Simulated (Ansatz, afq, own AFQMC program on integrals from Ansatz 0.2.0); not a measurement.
AFQMC on a folder of integrals that Ansatz 0.2.0 wrote.

```yaml
crystal:
  periodic: [false, false, false]
  atoms:
    - {symbol: Ge, position_ang: [-0.036016, 0.000000, 0.000000]}
    - {symbol: H, position_ang: [-0.547466, 1.446599, 0.000000]}
    - {symbol: H, position_ang: [-0.547466, -0.723300, 1.252791]}
    - {symbol: H, position_ang: [-0.547466, -0.723299, -1.252792]}
    - {symbol: H, position_ang: [1.678984, 0.000000, 0.000000]}
    - {symbol: H, position_ang: [2.558984, 0.000000, 0.000000]}
basis:
  gaussian: {orbitals: cc-pVTZ}
magnetization: {spin_polarized: true, initial_magnetization: 1}
correlation: {method: ccsd_t, electrons: outside_noble_gas, hamiltonian_folder: ham}
```

```sh
$ ansatz run in.yaml --threads 1 --pin off --events-out ev --progress --plain --max-ram 16896MiB --backend cuda --devices 0, --max-vram 18GiB
```

Options of the walk:

```
--method phaseless --trial cisd --walkers 1100 --populations 20 --least-time 60 --time-step 0.005 --steps-per-block 50 --equilibration-blocks 28 --max-blocks 4000 --target-error 0.00018 --factor-cut 1e-05 --start spin_pure --seed 3670 --release-times 0.24,0.51,0.99,1.62,2.4 --release-step 0.03 --release-every 3 --taylor-order 6
```

Times are imaginary, in 1/Eh. The walk had a cap of 238 s. With eight or more populations the least sampling time is a fifth of least-time, and the error comes from their spread. Filled inner d shells are frozen with the cores.

Output of the walk:

```
orbitals 99  electrons 5 4  factors 607 of 651
reference energy -2078.19976354 Eh
CCSD correlation -0.18504942 Eh in 10 cycles, weight of the determinant in the CISD state 0.9024
energy of the start -2078.384180 Eh
 block  time / (1/Eh)  mean weight  energy / Eh
     1     0.250  0.9998  -2078.382781
     2     0.500  1.0000  -2078.383832
     3     0.750  1.0003  -2078.385238
     4     1.000  1.0003  -2078.386421
     5     1.250  1.0004  -2078.387218
    12     3.000  0.9998  -2078.389338
    19     4.750  1.0002  -2078.389549
    26     6.500  0.9999  -2078.389947
    33     8.250  1.0001  -2078.390378
    40    10.000  1.0004  -2078.390109
    44    11.000  0.9998  -2078.389408
    47    11.750  1.0000  -2078.390129
    48    12.000  0.9999  -2078.391260
    54    13.500  1.0005  -2078.389899
    61    15.250  1.0001  -2078.390529
    68    17.000  1.0008  -2078.389999
    75    18.750  1.0001  -2078.390196
    78    19.500  1.0001  -2078.390061
error from the spread of 20 populations
released: time / (1/Eh)  energy / Eh  error  mean overlap
  0.24  -2078.390161  0.000089  1.0003
  0.51  -2078.390176  0.000091  0.9957
  0.99  -2078.390131  0.000117  0.9942
  1.62  -2078.390182  0.000105  0.9948
  2.40  -2078.390280  0.000079  0.9845
energy -2078.390308 +/- 0.000109 Eh
(rows thinned)
```

The run passed its tests (sampling time, drift between the halves within three errors, error under three times the target), which doesn't prove that it has relaxed.

Against this walk (error 3.0 meV) on the same determinant: CCSD(T) 29.6 meV higher, CCSDT(Q) 3.1 meV higher (within the noise). The error is statistical and leaves out the bias of the constraint. Released to 2.40 1/Eh the energy moves by 1 ± 4 meV (both errors), within twice the noise.

Cautions: constraint bias not in the error; no relativity below Rb; no spin-orbit coupling; inner d shell frozen.

The walk took 61 s on 1 × NVIDIA H100 80GB HBM3 with 2 threads of AMD EPYC 7R13 Processor (Zen 3), with other jobs on the host (the card was shared). The log's last line is the phaseless energy.

CCSDT and higher add their correlation energy to the determinant of the CCSD(T) run, since their own runs factorise the integrals more tightly (a shift of under 2 meV). A walk keeps the symmetry of its determinant, which the program's search chose and which needn't be the lowest solution, so a lower state of the same spin and another symmetry isn't excluded.
